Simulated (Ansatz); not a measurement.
**CH₂Si (quintet): wave-function methods side by side, cc-pVDZ**

How much of the correlation energy of CH₂Si (quintet) does each wave-function method recover here?

Method: cc-pVDZ, core rule «outside noble gas», up to 6 orbitals frozen; program: Ansatz 0.2.0, Gaussian basis.

Plan: UHF; CCSD(T) on ROHF; CCSD(T) on UHF; BCCD(T) on ROHF; CISD; CCSDT(Q) on ROHF; CCSDT(Q) on UHF; CASSCF and MRCISD+Q, 10 electrons in 10 orbitals; CASSCF and NEVPT2, 10 electrons in 10 orbitals.

5 further runs of the same task are left out: 1 that didn't finish, 4 set aside as unsound or not needed.

## Step 1: What is computed

The geometry is a PBE0/def2-TZVP stationary point (not a proven minimum) of the parent state, kept for this charge and spin.

4 atoms, charge 0, spin multiplicity 5.

Atoms are counted from 1 here; the program's logs count them from 0.

Bond lengths: Si1–C2 1.865 Å, C2–H3 1.091 Å, C2–H4 1.091 Å. Angles: Si1–C2–H3 123.8°, Si1–C2–H4 123.8°, H3–C2–H4 112.4°.

## Step 2: UHF

Contents of in.yaml:

```yaml
crystal:
  periodic: [false, false, false]
  atoms:
    - {symbol: Si, position_ang: [0.000000, 0.000000, 0.650177]}
    - {symbol: C, position_ang: [0.000000, 0.000000, -1.214577]}
    - {symbol: H, position_ang: [0.000000, -0.906814, -1.821841]}
    - {symbol: H, position_ang: [0.000000, 0.906814, -1.821841]}
basis:
  gaussian: {orbitals: cc-pVDZ}
magnetization: {spin_polarized: true, initial_magnetization: 4}
hamiltonian: {xc: hf}
output: {orbitals: {seedname: orbitals}}
```

Launch:

```sh
> ansatz run in.yaml --threads 1 --pin off --events-out ev --progress --plain --max-ram 4096MiB --backend cpu
```

The runs that follow: CCSD(T) on ROHF; CCSD(T) on UHF; BCCD(T) on ROHF; CISD; CCSDT(Q) on ROHF; CCSDT(Q) on UHF; CASSCF and MRCISD+Q, 10 electrons in 10 orbitals; CASSCF and NEVPT2, 10 electrons in 10 orbitals.

Q: Predict the results of all the runs planned. Wanted: UCCSDT(Q) below the RHF energy; RMP2 from UCCSDT(Q); UMP2 from UCCSDT(Q); RCCSD from UCCSDT(Q); RCCSD(T) from UCCSDT(Q); UCCSD(T) from UCCSDT(Q); RCCSDT(Q) from UCCSDT(Q); NEVPT2 valence from UCCSDT(Q); MRCISD+Q valence from UCCSDT(Q).

**Answer**, as computed:

```
                         quantity                                                                     value
   UCCSDT(Q) below the RHF energy                                                                -5.2794 eV
              RMP2 from UCCSDT(Q)                                                                +956.5 meV
              UMP2 from UCCSDT(Q)                                                                +965.2 meV
             RCCSD from UCCSDT(Q)                                                                +164.3 meV
          RCCSD(T) from UCCSDT(Q)                                                                 +31.7 meV
          UCCSD(T) from UCCSDT(Q)                                                                 +31.3 meV
         RCCSDT(Q) from UCCSDT(Q)                                                                  +1.1 meV
    NEVPT2 valence from UCCSDT(Q)                                                                +916.1 meV
  MRCISD+Q valence from UCCSDT(Q)                                                                 +36.1 meV
levels within 1 kcal/mol (43 meV)  RCCSD(T), UCCSD(T), BCCD(T), RCCSDT, UCCSDT, RCCSDT(Q), MRCISD+Q valence
                    T1 diagnostic                                                                     0.024
   effectively unpaired electrons                                                                      4.01
```

What this shows: RCCSD(T) misses by +31.7 meV, 0.6 % of the correlation energy. One determinant dominates. Of the multireference levels listed MRCISD+Q valence comes nearest in total energy (+36.1 meV), which doesn't show that its space is the better one. These misses are within one basis, not against nature; the frozen cores of restricted and unrestricted runs differ, which can shift their rows.
